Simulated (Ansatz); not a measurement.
**Reading a saddle point**

A first-order saddle point of BH$_{5}$S, singlet, PBE0-D4/def2-TZVP, with one imaginary mode of 738i cm⁻¹:

B1  (-0.515, -0.409, -0.131)
H2  (0.224, -0.714, -1.113)
H3  (-0.399, -1.238, 0.716)
H4  (-1.564, -0.061, -0.580)
H5  (0.589, 0.289, -0.633)
S6  (0.339, 1.339, 0.505)
H7  (1.326, 0.795, 1.236)
(Å)

Computed with Ansatz 0.2.0 (basis: def2-TZVPP and def2-QZVPP); correlated methods freeze the cores. Extrapolation: Hartree–Fock as exp(−7.88 √X), correlation as X^−2.97.

Which contacts change along the imaginary mode, and what lies on either side? (A judgement: the text doesn't fix the answer.)

By the calculation: The step is BH₃ + H₂S → BH₃S ([BH2][SH]) + H₂, with the molecules in contact on both sides. Shortening one way: B1–S6, H2–H5; lengthening the same way: B1–H2, H5–S6.
```tsv
pair	one side (Å)	saddle (Å)	other side (Å)
B1–S6	1.98	2.05	1.77
H2–H5	2.83	1.17	0.75
B1–H2	1.20	1.27	3.31
H5–S6	1.35	1.57	3.66
```

Which side is lower, and how far does the saddle lie above each? (Judge from chemistry; the value comes from the calculation.)

The calculation gives: The side with B1–S6, H2–H5 short is lower by 0.273 eV; the saddle lies 1.084 eV above it and 0.811 eV above the other (CCSD(T) at an estimated basis limit (MP2 extrapolated from triple and quadruple zeta, plus CCSD(T) − MP2 in triple zeta); electronic energies).

The T1 diagnostic stays at or below 0.015.

Labels in which every atom is bracketed show which atoms are joined, not bond orders.

For scale, one of the runs: CCSD(T)/def2-TZVPP, 143 basis functions, launched by `ansatz run in.yaml --threads 2 --pin off --events-out ev --progress --plain --max-ram 4352MiB`. Hardware: 2 CPU threads of an Arm Neoverse V2, shared host. Wall time 5.5 s; peak host memory 0.79 GiB.
